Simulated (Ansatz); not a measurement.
**Rock-salt TiN**

Level of theory: HSE06 (PAW; Ansatz, a program for electronic structure).

Run with plane-wave cutoff 500 eV, 10×10×10 k mesh, Fermi–Dirac smearing 0.05 eV, no spin polarisation, scalar-relativistic PAW data made under PBE.

Cell: relaxed at this level.

* **equilibrium volume per atom**: 9.31 Å³/atom
* **lattice constant a**: 4.207 Å

Measured, for comparison: equilibrium volume per atom 9.52 Å³/atom, lattice constant a 4.239 Å (temperature not stated, not corrected to a static lattice; as tabulated in Zhang et al. (2018), doi:10.1088/1367-2630/aac7f0). Computed (rounded) less measured: equilibrium volume per atom -2.2 %, lattice constant a -0.8 %. A static lattice is as a rule a little smaller and stiffer than an uncorrected measurement, which narrows the difference in the lattice constant a and would widen misses of the other sign.

Note: exact exchange on metals is sensitive to the k mesh and can open a false gap; the run has no spin polarisation, so it can have missed a magnetic state; the run warned that the count of filled bands differs between k points.

Static lattice: no zero-point or thermal effects.

It cost very roughly 8 core-minutes of CPU time.
